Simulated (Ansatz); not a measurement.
# BFH7N: the cost of one run

All numbers below are computed with Ansatz 0.2.0 (UHF/def2-SVP).

## 1. The starting structure

Bond lengths: B1–H3 1.165 Å, B1–H4 1.166 Å, B1–F6 1.678 Å, N8–H9 1.006 Å, N8–H10 1.006 Å. Angles: H3–B1–H4 124.0°, H3–B1–F6 106.8°, H4–B1–F6 106.7°, H9–N8–H10 112.1°.

Structure file:

```xyz
10

B    -1.2122   -0.0627   -0.9940
H    -0.1426   -1.0338   -0.5501
H    -2.2354   -0.3742   -0.5313
H    -1.0617    0.2100   -2.1173
H     0.2949    0.8808    0.5488
F    -0.6544    1.2443   -0.1010
H     0.5505   -0.8032    0.1113
N     1.2001   -0.0051    0.9708
H     2.1520    0.2092    0.7241
H     1.1088   -0.2654    1.9386
```

## 2. Run 1

150 steps of 0.5 fs at constant energy, with velocities drawn for 300 K.

File input.yaml:

```yaml
crystal:
  periodic: [false, false, false]
  atoms:
    - { symbol: B, position_ang: [-1.2122, -0.0627, -0.994] }
    - { symbol: H, position_ang: [-0.1426, -1.0338, -0.5501] }
    - { symbol: H, position_ang: [-2.2354, -0.3742, -0.5313] }
    - { symbol: H, position_ang: [-1.0617, 0.21, -2.1173] }
    - { symbol: H, position_ang: [0.2949, 0.8808, 0.5488] }
    - { symbol: F, position_ang: [-0.6544, 1.2443, -0.101] }
    - { symbol: H, position_ang: [0.5505, -0.8032, 0.1113] }
    - { symbol: "N", position_ang: [1.2001, -0.0051, 0.9708] }
    - { symbol: H, position_ang: [2.152, 0.2092, 0.7241] }
    - { symbol: H, position_ang: [1.1088, -0.2654, 1.9386] }
magnetization:
  spin_polarized: true
basis:
  gaussian: { orbitals: def2-SVP }
hamiltonian:
  xc: hf
md:
  timestep: 0.5
  n_steps: 150
  ensemble: nve
  temperature: 300.0
  initial_velocities: maxwell_boltzmann
  seed: 429431
```

Launch:

```
> ansatz run input.yaml --threads 1 --pin off --max-ram 2048MiB --backend cpu --events-out ev --progress --plain --runs-dir out
```

**Question.** How long does this run take on 1 thread of Arm Neoverse V2, shared host, and how much memory does it need?

About 2.4 min, with a peak of 0.15 GiB.
